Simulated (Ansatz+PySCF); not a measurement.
singlet CS: levels of theory in one basis

```xyz
2

C     0.0000    0.0000   -1.1165
S     0.0000    0.0000    0.4187
```

Basis set: def2-SVP (spherical functions). Correlated methods keep 6 orbitals frozen. Charge 0, multiplicity 1.

Computed with Ansatz (development build ahead of 0.2.0); each method stands on the lowest determinant of its kind that the runs found. NEVPT2 correlates all electrons. Active spaces start from the frontier orbitals, and the lowest solution found is given.

```json
{"method": "RHF", "E − E(RHF) (eV)": "0.00", "<S²> of the determinant": "0.00"}
{"method": "RHF-MP2", "E − E(RHF) (eV)": "-6.61", "<S²> of the determinant": "–"}
{"method": "RHF-CCSD", "E − E(RHF) (eV)": "-7.04", "<S²> of the determinant": "–"}
{"method": "RHF-CCSD(T)", "E − E(RHF) (eV)": "-7.44", "<S²> of the determinant": "–"}
{"method": "CASSCF(2,2)", "E − E(RHF) (eV)": "-0.52", "<S²> of the determinant": "–"}
{"method": "SC-NEVPT2(2,2)", "E − E(RHF) (eV)": "-6.92", "<S²> of the determinant": "–"}
{"method": "SC-NEVPT2(10,8)", "E − E(RHF) (eV)": "-6.86", "<S²> of the determinant": "–"}
```

Question: What does CASSCF(10,8) give on the same scale?

Answer: -2.87 eV.

Question: Is a single determinant a sound starting point here?

Answer: By this sign, yes. Unrestricted orbitals gain 0.00 eV and <S²> is 0.00 against 0.00 for a pure state. The CASSCF(10,8) natural occupations are 2.00, 1.98, 1.97, 1.94, 1.94, 0.07, 0.07, 0.03. The CASSCF(2,2) natural occupations are 1.93, 0.07.

Caution for CASSCF(2,2): other starts end on other solutions of this active space.
